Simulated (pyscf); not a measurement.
`[SiH3][CH2][SiH3]` + `[FH]` -> `[F][SiH3]` + `[CH3][SiH3]` (four-centre exchange; singlet surface; C–Si, F–H broken, F–Si, C–H formed). Single points on ωB97X-D3(BJ)/def2-SVP structures (PySCF, gas phase). Energies in kJ/mol from the separated reactants.

```
level                   barrier  reaction energy
----------------------  -------  ---------------
ωB97X-D3(BJ)/def2-TZVP    150.4           -120.9
PBE/def2-TZVP             125.6           -126.3
B3LYP-D3(BJ)/def2-TZVP    150.4           -132.8
PBE0-D3(BJ)/def2-TZVP     140.3           -119.0
ωB97M-D3(BJ)/def2-TZVP    147.2           -129.6
HF/def2-TZVP              238.4           -154.2
```

The functionals in the table span 24.8 kJ/mol in this barrier, from PBE to ωB97X-D3(BJ)/def2-TZVP. One saddle was located; it need not be the lowest between these sides.
